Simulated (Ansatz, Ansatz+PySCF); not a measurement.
```json
{"atom": "C", "x (Å)": "0.0098", "y (Å)": "0.0001", "z (Å)": "-1.0238"}
{"atom": "S", "x (Å)": "-0.0042", "y (Å)": "0.0088", "z (Å)": "0.5869"}
{"atom": "H", "x (Å)": "-0.0091", "y (Å)": "-0.9333", "z (Å)": "-1.6151"}
{"atom": "H", "x (Å)": "0.0054", "y (Å)": "0.9237", "z (Å)": "-1.6186"}
```

RHF-MP2 on singlet CH₂S was run in several spherical basis sets with Ansatz (development build ahead of 0.2.0). Frozen core: 6 orbitals.

(1) Rank the basis sets by the total energy that they give, lowest first, with the distance from the lowest.
A. 6-31G(d)
B. def2-TZVP
C. cc-pVTZ
D. cc-pVDZ
E. def2-SVP
F. STO-3G

## Answers

(1) C (0.00 eV), B (0.36 eV), D (2.60 eV), A (3.82 eV), E (7.05 eV), F (139.14 eV).

Totals follow the description of the cores as much as that of the bonds, so this order isn't one of quality for chemistry.
